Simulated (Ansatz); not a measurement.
Basis-set extrapolation for HMg, SMILES `[MgH]` radical (PBE0-D4/def2-TZVP geometry, frozen core, Ansatz 0.2.0). Multiplicity 2, UHF reference. For Mg the program correlates outer-core shells too, which these sets cover unevenly, so the extrapolated numbers aren't a true limit.

```
                      def2-TZVPP   def2-QZVPP
                 HF  -200.149234  -200.157945
    MP2 correlation    -0.191539    -0.228683
CCSD(T) correlation    -0.208213    -0.248176
```

Energies in hartree. Use E(X) = E(∞) + A·exp(−7.88·√X) for Hartree–Fock and E(X) = E(∞) + B·X^(−2.97) for correlation, with X = 3 and 4.

**Question.** What is the CCSD(T) energy at the basis-set limit?

**Answer.** HF limit: -200.157945 + (-0.008711) × 0.13774 = -200.15914. Correlation limit: -0.248176 + (-0.039963) × 0.74074 = -0.27778. Total: -200.43692 hartree, 49.9 kcal/mol below CCSD(T)/def2-TZVPP.
